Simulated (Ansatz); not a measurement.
Barrier C2H5 (SMILES [CH2]C) via C2H5, on the benchmark's geometries as Psi4's copy gives them; open shells unrestricted, no zero-point energy, no spin–orbit coupling.
Transition structure (charge 0, multiplicity 2):
| atom | x (Å) | y (Å) | z (Å) |
|---|---|---|---|
| C | -0.5679 | 0.0001 | -0.2190 |
| C | 0.7511 | 0.0000 | 0.0419 |
| H | -1.4939 | -0.0005 | 1.5318 |
| H | -1.1017 | 0.9207 | -0.4086 |
| H | -1.1020 | -0.9202 | -0.4091 |
| H | 1.2991 | -0.9223 | 0.1738 |
| H | 1.2989 | 0.9223 | 0.1744 |

Frozen-core correlation. MP2 and its Hartree–Fock in aug-cc-pVQZ are density fitted.

Programs: Ansatz (a first-principles code) with Gaussian orbitals. 

The barrier height is − E(C2H5) + E(TS). Total energies (hartree):

```tsv
level	C2H5	TS
HF/aug-cc-pVTZ	-78.6287316	-78.5581778
MP2/aug-cc-pVTZ	-78.9639327	-78.8896725
HF/aug-cc-pVQZ	-78.6334788	-78.5629377
MP2/aug-cc-pVQZ	-78.9868266	-78.9126234
MP2/aug-cc-pVDZ	-78.8853340	-78.8128099
CCSD(T)/aug-cc-pVDZ	-78.9305695	-78.8638517
```

### Question
Work out the barrier height at the basis-set limit: extrapolate the MP2 correlation part as X⁻³, take Hartree–Fock from the larger set, and add the CCSD(T) − MP2 difference of aug-cc-pVDZ.

### Answer

1. Differences (1 hartree = 627.509 kcal/mol): HF/aug-cc-pVTZ 44.273; MP2/aug-cc-pVTZ 46.599; HF/aug-cc-pVQZ 44.265; MP2/aug-cc-pVQZ 46.563; MP2/aug-cc-pVDZ 45.510; CCSD(T)/aug-cc-pVDZ 41.866.
2. Correlation parts, MP2 less HF: 2.326 in aug-cc-pVTZ (X = 3), 2.298 in aug-cc-pVQZ (X = 4).
3. Limit (4³·(2.298) − 3³·(2.326))/(4³ − 3³) = 2.278; with HF/aug-cc-pVQZ it gives 46.543.
4. CCSD(T) less MP2 in aug-cc-pVDZ: -3.643.
Result: 42.90 kcal/mol, against 46.60 at MP2/aug-cc-pVTZ. It is an estimate of this method's limit, not of the exact value.

Doubts at one or more of the structures used: a spin-contaminated determinant (HF/aug-cc-pVTZ, MP2/aug-cc-pVTZ, HF/aug-cc-pVQZ, MP2/aug-cc-pVQZ, MP2/aug-cc-pVDZ, CCSD(T)/aug-cc-pVDZ).
